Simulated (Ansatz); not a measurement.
For In₂O₃ (Ia-3, No. 206), PBE-D4 in Ansatz (plane waves, PAW) gives:

```
Property                                 Value
------------------------------  --------------
equilibrium lattice constant a        10.217 Å
enthalpy of formation           -1.665 eV/atom
```

What does r²SCAN-D4 in Ansatz (PAW) give for the same quantities?


- lattice constant a: 10.136 Å (drops by 0.8 %)
- formation enthalpy: -1.899 eV/atom (moves by -0.234 eV/atom)

For comparison: lattice constant a 10.117 Å (measured, temperature not stated, not corrected to a static lattice; as tabulated in Wikipedia's data pages).

Changes are worked out from the printed values.

Unless a cell is named, each level is at its own relaxed cell.

Levels without +SOC leave out spin–orbit coupling, which shifts energies and cells of such heavy elements.

Caveats: the relaxation could not lower the start's symmetry, so the cell can be a saddle point above a distorted one (PBE-D4, r²SCAN-D4). Ansatz's density-functional and Hartree–Fock values are scalar-relativistic unless marked +SOC, with PAW data made under PBE.

Ansatz is an electronic-structure program.
